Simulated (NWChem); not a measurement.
## H4Si

```xyz
5

Si     0.0000     0.0000     0.0000
H      1.2187     0.0000     0.8618
H     -1.2187     0.0000     0.8618
H      0.0000    -1.2187    -0.8618
H      0.0000     1.2187    -0.8618
```
Charge 0, spin multiplicity 1.

All runs are NWChem calculations. Structure: optimised with PBE0/def2-SVP, a minimum by its harmonic frequencies.

The correlated methods keep 5 core orbitals frozen. The structure started from a generated list of species.

Worked example. A B2PLYP run in 3-21G ends its self-consistent part (53 % exact exchange, 47 % B88, 73 % LYP) at -290.14155 Ha, and second-order perturbation theory on those orbitals gives -0.08015 Ha unscaled.

The perturbative term enters with the weight 0.27: -290.14155 + 0.27·(-0.08015) = -290.16319 Ha is the total energy.
